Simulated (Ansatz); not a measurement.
`NC1=CC1` + H₂O → `OC1=CC1` + NH₃ at 400 K and 1 bar (formal hydrolysis of a C–N bond).

Program: Ansatz. Geometries: PBE0-D4/def2-TZVP. ΔE: electronic, gas phase. CCSD(T)/CBS adds triple-zeta CCSD(T) − MP2 to the extrapolated MP2 energy (def2 sets, frozen cores). This one scheme is used for every species. One conformer a species, not always the lowest.

| species | CCSD(T)/CBS energy (Eh) | H − E (kJ/mol) | S (J/(mol·K)) |
| --- | --- | --- | --- |
| `NC1=CC1` | -171.77017 | 217.1 | 302.6 |
| H₂O | -76.37941 | 69.8 | 198.6 |
| `OC1=CC1` | -191.62882 | 183.4 | 296.4 |
| NH₃ | -56.50880 | 104.2 | 203.1 |

H − E and S are ideal-gas, rigid-rotor, harmonic terms from PBE0-D4/def2-TZVP, for one conformer and one mirror image of each species. 1 Eh = 2625.50 kJ/mol, R = 8.31446 J/(mol·K).

Problem. By hand: ΔE, ΔH, ΔS and ΔG.

Solution. ΔE = (-191.62882) + (-56.50880) − (-171.77017) − (-76.37941) = 0.01196 Eh = 31.4 kJ/mol. Δ(H − E) = 183.4 + 104.2 − 217.1 − 69.8 = 0.7, so ΔH = 32.1 kJ/mol. ΔS = 296.4 + 203.1 − 302.6 − 198.6 = -1.7 J/(mol·K). ΔG = 32.1 − 400 × (-1.7)/1000 = 32.8 kJ/mol.

Problem. By hand: the equilibrium constant, and the temperature at which ΔG would vanish if ΔH and ΔS stayed fixed.

Solution. log₁₀ K = −ΔG/(RT ln 10) = -4.3. ΔH and −TΔS have one sign here, so there is no such temperature. One of them is within its doubt of zero, so this could turn.

The number of gas molecules stays the same, so ΔS is small and ΔH decides. A doubt of 5 kJ/mol in ΔE shifts log₁₀ K by 0.7 here. Other conformers and mirror images would add mixing entropy, several J/(mol·K) or more a flexible species. These are equilibria of isolated gas molecules and say nothing of rates. Largest T1 diagnostic: 0.012 (customary marks: 0.02 for closed shells, 0.045 for open ones).
